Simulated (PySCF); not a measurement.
Cartesian coordinates in Å; atom numbers follow the order of the lines, from 1:
```xyz
12

C    -1.7228   -0.1720   -0.1511
C    -0.2602    0.1113   -0.0115
C     0.7545   -0.8978   -0.0063
C     2.0175   -0.3897    0.1325
S     1.9975    1.3222    0.2592
C     0.2851    1.3642    0.1255
H    -2.3146    0.7533   -0.1257
H    -1.9400   -0.6858   -1.1012
H    -2.0817   -0.8251    0.6603
H     0.5462   -1.9651   -0.1031
H     2.9613   -0.9324    0.1670
H    -0.2429    2.3169    0.1544
```

Geometry: PBE0-D3(BJ)/def2-SVP; GIAO shifts from PySCF 2.14, gas phase, non-relativistic, averaged over equivalent atoms.

At PBE0/STO-3G (40 basis functions, 1.7 s wall time on 1 thread of an AMD EPYC 9B45, shared host):
| atoms | δ (ppm) |
| --- | --- |
| C4 | 118.5 |
| C6 | 117.7 |
| C2 | 109.7 |
| C3 | 107.6 |
| C1 | 21.7 |
| S5 | 87.5 |
| H11 | 6.45 |
| H12 | 6.22 |
| H10 | 6.03 |
| H7/H8/H9 | 1.75 |

References, each an isolated molecule treated in the same way: ¹³C (σref 234.69), ¹H (σref 32.60) vs TMS; CS2 for ³³S (σref 624.80).

Predict the values at KT2/pcSseg-1 on the same geometry.

## Answers


| atoms | δ at KT2/pcSseg-1 | change |
| --- | --- | --- |
| C4 | 121.0 | +2.5 |
| C6 | 116.4 | -1.3 |
| C2 | 132.0 | +22.3 |
| C3 | 122.9 | +15.3 |
| C1 | 17.3 | -4.4 |
| S5 | 209.4 | +121.9 |
| H11 | 6.83 | +0.38 |
| H12 | 6.49 | +0.27 |
| H10 | 6.83 | +0.80 |
| H7/H8/H9 | 2.38 | +0.63 |

Shifts are taken against calculated references (same method and geometry level): ¹³C (183.22 ppm) and ¹H (31.18 ppm) vs TMS; CS2 for ³³S (518.69 ppm).

The largest change is at S5 (aromatic ring sulfur). Cost: 139 basis functions, 15 s wall time on 1 thread of an Arm Neoverse V2, shared host. The order of the carbon signals changes between the two levels.
